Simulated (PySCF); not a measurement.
C₂F₄. Atoms are numbered in the order given.

```xyz
6

F      0.0000     1.1015    -1.3868
C      0.0000     0.0000    -0.6660
F      0.0000    -1.1015    -1.3868
C      0.0000     0.0000     0.6660
F      0.0000    -1.1015     1.3868
F      0.0000     1.1015     1.3868
```

Geometry optimised at B3LYP-D3(BJ)/def2-SVP.

Method: PBE0/def2-TZVP (PySCF).

Computed frontier levels, gap, dipole moment and polarisability:
The highest occupied level comes out as -7.55 eV and the lowest empty level is 0.73 eV. The orbital gap is 8.27 eV and the dipole moment is 0.000 e·Å. The quadrupole, principal values (traceless, Buckingham form, about the centre of nuclear charge) comes out as -1.45, -1.12, 2.58 D·Å and the mean static polarisability comes out as 26.5 bohr³ (3.93 Å³). The polarisability, principal values is 18.1, 26.4, 35.0 bohr³.
